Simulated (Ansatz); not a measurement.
# CH2P (doublet): the correlation ladder, cc-pVDZ

An exercise on one series of results from a longer session: the logs are not shown, and one member is left open.

Method: cc-pVDZ, core rule «outside noble gas», up to 6 orbitals frozen; program: Ansatz 0.2.0, Gaussian basis.

Plan: UHF; CCSD(T) on ROHF; CCSD(T) on UHF; BCCD(T) on ROHF; CISD; CCSDT(Q) on ROHF; CCSDT(Q) on UHF; CASSCF and MRCISD+Q, 11 electrons in 10 orbitals; CASSCF and NEVPT2, 11 electrons in 10 orbitals.

17 further runs of the same task are left out: 2 for a mislabelled method, 6 that didn't finish, 9 set aside as unsound or not needed.

**What is computed**

The geometry is a PBE0/def2-TZVP stationary point (not a proven minimum).

4 atoms, charge 0, spin multiplicity 2.

Atoms are counted from 1 here; the program's logs count them from 0.

Bond lengths: C1–P2 1.620 Å, C1–H3 1.081 Å, P2–H4 1.434 Å. Angles: P2–C1–H3 141.3°, C1–P2–H4 98.5°.

As a file:

```tsv
atom	x (Å)	y (Å)	z (Å)
C1	0.0000	-0.1774	1.1234
P2	0.0000	0.0987	-0.4729
H3	0.0000	0.3439	2.0698
H4	0.0000	-1.2623	-0.9241
```

The first run:

The input, in.yaml:

```yaml
crystal:
  periodic: [false, false, false]
  atoms:
    - {symbol: C, position_ang: [0.000000, -0.177404, 1.123366]}
    - {symbol: P, position_ang: [0.000000, 0.098678, -0.472892]}
    - {symbol: H, position_ang: [0.000000, 0.343946, 2.069789]}
    - {symbol: H, position_ang: [0.000000, -1.262340, -0.924064]}
basis:
  gaussian: {orbitals: cc-pVDZ}
magnetization: {spin_polarized: true, initial_magnetization: 1}
hamiltonian: {xc: hf}
output: {orbitals: {seedname: orbitals}}
```

Run with:

```bash
> ansatz run in.yaml --threads 1 --pin off --events-out ev --progress --plain --max-ram 2393MiB
```

Steps of the session up to this table: UHF; CCSD(T) on ROHF; CCSD(T) on UHF; BCCD(T) on ROHF; CISD; CCSDT(Q) on ROHF; CCSDT(Q) on UHF; CASSCF and MRCISD+Q, 11 electrons in 10 orbitals; CASSCF and NEVPT2, 11 electrons in 10 orbitals.

One table of the session follows, with a row left open; its other results are not shown here.

It belongs to the step «Misses and costs». 

```
          method  from RCCSDT(Q) (kJ/mol)
            ROHF                   +731.1
             UHF                   +693.3
            RMP2                   +122.7
            UMP2                        ?
            CISD                    +96.6
           RCCSD                    +34.4
           UCCSD                    +35.1
        RCCSD(T)                     +5.5
        UCCSD(T)                     +8.2
         BCCD(T)                     +5.6
          RCCSDT                     +2.2
          UCCSDT                     +2.2
       RCCSDT(Q)                        0
       UCCSDT(Q)                     -0.3
  CASSCF valence                   +449.2
  NEVPT2 valence                   +100.5
  MRCISD valence                    +32.4
MRCISD+Q valence                     +2.4
```

Estimate the missing values for UMP2.

**Answer.** from RCCSDT(Q) (kJ/mol): +157.4. In the column «from RCCSDT(Q) (kJ/mol)» it lies between RMP2 (+122.7) and CASSCF valence (+449.2).

With the free atoms at the same levels and basis (separate runs), the atomisation energy is 10.689 eV at RCCSDT(Q), 10.650 eV at RCCSD(T), 10.621 eV at UCCSD(T), 7.490 eV at ROHF.

To keep in mind: Restricted and unrestricted rows rest on different reference determinants; where their highest levels disagree by more than a few hundredths of an eV, they describe different states and don't form one ladder.
